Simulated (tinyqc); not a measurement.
Stretching all distances: RHF, UHF, MP2, CISD and CCSD against full CI in the sto-3g basis, for H2O, spin multiplicity 1. Computed by the program tinyqc with PySCF. All coordinates are multiplied by the scale. c0^2 is the weight of the RHF determinant in the lowest singlet FCI state (UHF is spin-contaminated and may lie near states of higher spin) and n(LUMO) the first natural occupation beyond the occupied space.

Geometry (angstrom):
```
atom,x,y,z
O,0.0000,0.0000,0.0000
H,0.0000,0.6830,0.5880
H,0.0000,-0.6830,0.5880
```

Full CI energy (hartree) and errors against it (kcal/mol):
```
scale,distance 1-2 (angstrom),E(FCI),RHF,UHF,MP2,CISD,CCSD,<S^2> UHF,c0^2,n(LUMO)
0.960,0.865,-74.96117,25.026,25.026,6.559,0.251,0.047,0.000,0.982,0.019
1.150,1.036,-75.02302,38.640,38.640,11.276,0.752,0.098,0.000,0.963,0.038
1.340,1.208,-74.98593,57.963,57.963,18.254,2.131,0.228,0.000,0.928,0.074
1.520,1.370,-74.92484,82.237,70.996,27.091,5.079,0.461,0.701,0.873,0.133
1.710,1.541,-74.86143,114.425,56.121,38.517,10.966,0.617,1.340,0.789,0.230
2.080,1.875,-74.77821,193.631,19.947,62.385,31.195,-4.326,1.820,0.560,0.507
```

Estimate the missing row, scale = 1.9.

Computed row:
```
scale  distance 1-2 (angstrom)     E(FCI)      RHF     UHF     MP2    CISD    CCSD  <S^2> UHF   c0^2  n(LUMO)
1.900                    1.712  -74.81083  152.980  35.399  51.197  20.288  -0.371      1.661  0.678    0.363
```

UHF parts from RHF first at scale 1.52 of those listed, where <S^2> leaves zero. The weight c0^2 goes from 0.98 to 0.56 and n(LUMO) from 0.02 to 0.51: static correlation grows as the bonds break into open-shell fragments. The spread of the error along the curve, which distorts its shape, is CCSD 4.9, CISD 30.9, UHF 51.0, MP2 55.8, RHF 168.6 kcal/mol. Below FCI somewhere: CCSD, as non-variational methods may be.
